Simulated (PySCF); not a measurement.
# Rotational lines of SN⁺

Lines J+1 ← J of the vibrational ground state, computed from RHF-CCSD(T) constants of SN⁺, ¹Σ⁺ (singlet), closed shell (basis S aug-pcseg-1, N aug-pcseg-1; no relativity; PySCF 2.14; masses 31.9721 and 14.0031 u), in MHz:

| J | ν (MHz) |
| --- | --- |
| 2 | 145109.1 |
| 3 | 193475.1 |
| 4 | 241837.9 |
| 5 | 290196.7 |
| 6 | 338550.7 |

**Question.** Find B0 and the effective bond length r0; with αe = 0.00620 cm⁻¹, find Re.

**Answer.** ν = 2B0(J+1) − 4D(J+1)³ gives B0 = 0.80674 cm⁻¹. With the reduced mass μred = 9.7380 u, r0 = √(16.8576/(μred·B0)) (u, cm⁻¹, Å) = 1.4649 Å. Be = B0 + αe/2 = 0.80984 cm⁻¹ gives Re = 1.462 Å.

Correlated steps freeze 6 core orbitals. Correlated levels converge slowly with the basis: in double zeta they bind strong bonds too weakly, by up to about 1 eV, and carry superposition errors of some tenths. For an ion De counts to the pair picked by the measured ionisation energies or electron affinities, which need not be the lowest pair at this level. Where the molecule has an RHF reference, its open-shell atoms are computed with UHF. The CCSD T1 diagnostic is raised, a sign that a single reference may not be enough here.
